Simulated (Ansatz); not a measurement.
**BF: how energies converge with the basis set**

How large a basis does BF need? Two functionals and correlated methods are run in growing sets.

Program: Ansatz 0.2.0, Gaussian basis. Level of theory: one geometry, several basis sets. These are calculated values, not measurements.

The runs, in order: PBE0-D4/def2-SVP; ωB97M-V/def2-SVP; PBE0-D4/def2-QZVPP; ωB97M-V/def2-QZVPP; CCSD(T)/cc-pV(D+d)Z; CCSD(T)/cc-pV(T+d)Z; CCSD(T)/cc-pV(Q+d)Z; the functionals' def2-TZVPP values are taken from earlier runs.

## 1. Structure used throughout

The geometry comes from an earlier relaxation with PBE0-D4 in a triple-zeta def2 set; it is a stationary point.

SMILES `[B]F`, 2 atoms, charge 0, spin multiplicity 1.

Atoms are counted from 1 here; the program's logs count them from 0.

Bond lengths: B1–F2 1.263 Å.

## 2. PBE0-D4 in def2-SVP

File in.yaml:

```yaml
crystal:
  periodic: [false, false, false]
  atoms:
    - {symbol: B, position_ang: [0.000000, -0.000000, -0.009364]}
    - {symbol: F, position_ang: [-0.000000, 0.000000, 1.253754]}
basis:
  gaussian: {orbitals: def2-SVP}
hamiltonian: {xc: pbe0, dispersion: d4}
output: {orbitals: {seedname: orbitals}}
```

Started as:

```
$ ansatz run in.yaml --threads 2 --pin off --events-out ev --progress --plain --max-ram 32768MiB --backend cpu
```

Further steps of the session: ωB97M-V in def2-SVP; PBE0-D4 in def2-QZVPP; ωB97M-V in def2-QZVPP; CCSD(T) in cc-pV(D+d)Z; CCSD(T) in cc-pV(T+d)Z; CCSD(T) in cc-pV(Q+d)Z.

Before running them: what should the planned runs give, taken together? Wanted: MP2 correlation recovered, cc-pV(D+d)Z; MP2 correlation recovered, cc-pV(T+d)Z; MP2 correlation recovered, cc-pV(Q+d)Z; CCSD(T) limit from def2 sets; PBE0-D4: double and triple zeta above quadruple; ωB97M-V: double and triple zeta above quadruple.

**Answer**, as computed:

| quantity | value |
| --- | --- |
| MP2 correlation recovered, cc-pV(D+d)Z | 67.4 % |
| MP2 correlation recovered, cc-pV(T+d)Z | 87.1 % |
| MP2 correlation recovered, cc-pV(Q+d)Z | 94.7 % |
| CCSD(T) limit from def2 sets (earlier runs) less the limit of this series | 11 meV |
| PBE0-D4: double and triple zeta above quadruple | 4.36, 0.19 eV |
| ωB97M-V: double and triple zeta above quadruple | 4.44, 0.18 eV |

What this shows: PBE0-D4 gains 4.17 eV from double to triple zeta, then 0.19 eV more. Correlation climbs from 67 % (cc-pV(D+d)Z) to 95 % (cc-pV(Q+d)Z) of the limit; Hartree-Fock is 0.083 eV from its own by then. A limit from the def2 sets, made apart, differs by 11 meV, a least measure of the doubt on such a limit. These are total energies; as a rule much of such shifts cancels in differences, which this series doesn't test.
